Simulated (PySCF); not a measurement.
C3H4F2S.
Bonds: C1–C2, C2–S3 (double), C2–C4, C4–F5, C4–F6. Hydrogens: H7, H8, H9 on C1; H10 on C4.

The same species was optimised twice, with GFN2-xTB and with PBE0-D3(BJ)/def2-SVP (PySCF), and the same property calculations (PySCF, gas phase) were run on both structures.

```tsv
coordinate	GFN2-xTB	PBE0-D3(BJ)/def2-SVP	change
C1–C2 (Å)	1.479	1.488	+0.009
C4–F6 (Å)	1.357	1.352	-0.005
C4–F5 (Å)	1.357	1.352	-0.005
C2–C4 (Å)	1.515	1.517	+0.002
C2=S3 (Å)	1.617	1.618	+0.001
F5–C4–F6 (°)	105.9	107.5	+1.6
C2–C4–F6 (°)	110.5	109.1	-1.4
C2–C4–F5 (°)	110.5	109.3	-1.2
C1–C2–C4 (°)	115.5	114.6	-0.9
C1–C2–S3 (°)	125.1	125.8	+0.7
S3–C2–C4 (°)	119.3	119.6	+0.3
C1–C2–C4–F5 (°)	-58	-58	0
```

Rotational constants: A = 4482, B = 1888, C = 1753 MHz (GFN2-xTB) against A = 4458, B = 1901, C = 1768 MHz (PBE0-D3(BJ)/def2-SVP). Point groups within 0.08 Å: Cs and Cs. Atoms that the bonding makes alike are paired by their places after alignment.

On the GFN2-xTB structure: HOMO (eV) -7.08 [PBE0/pcSseg-1]; LUMO (eV) -2.79 [PBE0/pcSseg-1]; dipole (D) 0.90 [PBE0/pcSseg-1]; GIAO shielding of C1 (ppm) 150.3 [PBE0/pcSseg-1]; GIAO shielding of C2 (ppm) -79.5 [PBE0/pcSseg-1]; GIAO shielding of S3 (ppm) -613.6 [PBE0/pcSseg-1]; GIAO shielding of C4 (ppm) 65.8 [PBE0/pcSseg-1]; GIAO shielding of F5/F6 (mean) (ppm) 302.7 [PBE0/pcSseg-1].

**Question.** What do these properties become on the PBE0-D3(BJ)/def2-SVP structure?

**Answer.** 
| property | level | on GFN2-xTB | on PBE0-D3(BJ)/def2-SVP | change |
| --- | --- | --- | --- | --- |
| HOMO (eV) | PBE0/pcSseg-1 | -7.08 | -7.05 | +0.03 |
| LUMO (eV) | PBE0/pcSseg-1 | -2.79 | -2.74 | +0.05 |
| dipole (D) | PBE0/pcSseg-1 | 0.90 | 0.85 | -0.05 |
| energy, GFN2-xTB geometry as zero (kcal/mol) | PBE0/pcSseg-1 | 0.0 | -0.2 | -0.2 |
| GIAO shielding of C1 (ppm) | PBE0/pcSseg-1 | 150.3 | 148.9 | -1.4 |
| GIAO shielding of C2 (ppm) | PBE0/pcSseg-1 | -79.5 | -81.0 | -1.5 |
| GIAO shielding of S3 (ppm) | PBE0/pcSseg-1 | -613.6 | -589.3 | +24.3 |
| GIAO shielding of C4 (ppm) | PBE0/pcSseg-1 | 65.8 | 66.0 | +0.2 |
| GIAO shielding of F5/F6 (mean) (ppm) | PBE0/pcSseg-1 | 302.7 | 305.4 | +2.7 |

The heavy atoms differ by 0.020 Å rms after alignment (one structure mirrored). Among bonds between heavy atoms C1–C2 changes most (+0.009 Å). Changes are differences of the printed values. Neither structure is proved a minimum here.

The values belong to the conformer `[CH3:1][C:2](=[S:3])[CH:4]([F:5])[F:6]`: C1–C2–C4–F5 -58°.
